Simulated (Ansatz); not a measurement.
Species: HS, SMILES `[SH]` (charge 0, multiplicity 2).

Give a relaxed geometry from Ansatz (a quantum-chemistry and plane-wave program) with PBE-D3(BJ)/def2-TZVP.

the end point of this relaxation (outside a Z-matrix the atoms follow the SMILES, hydrogens last).
Cartesian coordinates (Å) in one orientation:
```xyz
2

S      0.678     0.000     0.000
H     -0.678     0.000     0.000
```
